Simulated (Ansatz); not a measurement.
What does this script print? It uses the Python package of Ansatz (0.2.0).

`composite.py`:
```python
"""A composite energy for BH2OS: DFT geometry, MP2 basis limit, coupled-cluster correction."""

import itertools
import warnings

import ansatz as az
from ase.data import atomic_numbers, covalent_radii
import numpy as np


def main() -> None:
    warnings.simplefilter("ignore", az.DeckWarning)

    geometry_ang = [
        ("O", (-1.2288, 0.0624, -0.6929)),
        ("B", (-0.5027, 0.5047, 0.4626)),
        ("S", (1.322, 0.7928, 0.2939)),
        ("H", (-1.1796, -0.872, -0.6956)),
        ("H", (1.639, -0.5615, 0.5907)),
    ]
    mol = az.Crystal.molecule()
    for symbol, xyz in geometry_ang:
        mol = mol.atom(symbol, xyz)

    setup = (
        mol.calculation()
        .basis(gaussian="def2-SVP")  # the orbital basis, by name
        .functional("b3lyp")
        .spin("collinear", total=1)
    )
    symbols = [site.symbol for site in mol.cartesian_sites]
    start = np.array([site.position_ang for site in mol.cartesian_sites], dtype=float)
    r = setup.relax(force_tolerance=0.01).run(threads=1).report
    end = np.array(r["positions_ang"])
    # pairs closer than 1.2 times the sum of covalent radii, before or after
    radius = [covalent_radii[atomic_numbers[s]] for s in symbols]
    span = lambda where, i, j: np.linalg.norm(where[i] - where[j])
    bonded = [(i, j) for i, j in itertools.combinations(range(len(symbols)), 2) if min(span(start, i, j), span(end, i, j)) < 1.2 * (radius[i] + radius[j])]
    print("pair        before    after (A)")
    for i, j in bonded:
        print(f"{symbols[i]}{i}-{symbols[j]}{j}".ljust(10), f"{span(start, i, j):8.4f} {span(end, i, j):8.4f}")

    minimum = az.Crystal.molecule()
    for symbol, place in zip(symbols, end):
        minimum = minimum.atom(symbol, place.tolist())
    at_minimum = minimum.calculation().spin("collinear", total=1)
    # MP2 extrapolated to the basis limit, plus the small-basis difference CCSD(T) - MP2
    level = lambda method, basis: at_minimum.basis(gaussian=basis).correlation(method).run(threads=1).report
    small, large, cluster = level("mp2", "cc-pVDZ"), level("mp2", "cc-pVTZ"), level("ccsd_t", "cc-pVDZ")
    corr = lambda each: (each["free_energy_ev"] - each["reference_energy_ev"]) / 27.211386246
    mp2_limit = (27 * corr(large) - 8 * corr(small)) / 19
    pieces = {"HF / cc-pVTZ": large["reference_energy_ev"] / 27.211386246, "MP2 correlation, DZ-TZ limit": mp2_limit, "CCSD(T) - MP2 / cc-pVDZ": corr(cluster) - corr(small)}
    for name, value in pieces.items():
        print(f"{name:32s} {value:14.6f} Ha")
    print(f"{'sum':32s} {sum(pieces.values()):14.6f} Ha")
    print("T1 diagnostic", round(cluster["correlation"]["coupled_cluster"]["t1_diagnostic"], 4))


if __name__ == "__main__":
    main()
```

```console
$ python composite.py
pair        before    after (A)
O0-B1        1.4346   1.3337
O0-H3        0.9357   0.9727
B1-S2        1.8550   1.7952
S2-H4        1.4222   1.3692
HF / cc-pVTZ                        -498.317115 Ha
MP2 correlation, DZ-TZ limit          -0.536562 Ha
CCSD(T) - MP2 / cc-pVDZ               -0.038800 Ha
sum                                 -498.892477 Ha
T1 diagnostic 0.0163
```

Total energies depend on the basis set; only differences at equal settings carry meaning. The sum leaves out core correlation, relativity, the Hartree-Fock basis error and zero-point energy; a DZ-TZ extrapolation is rough. The run takes the species as open-shell (spin multiplicity 2), which needn't be its ground state. b3lyp holds the VWN-RPA fit, as in Gaussian; the form of ORCA and Turbomole is b3lyp5. Inner cores stay frozen, so this is valence correlation. For Al to Cl the sets with a tight d function, cc-pV(X+d)Z, are usual. An extrapolation from small basis sets is rough. Wall time of the script: 33 s on 1 thread of Arm Neoverse V1, with other jobs on the host, peak memory 0.27 GiB.
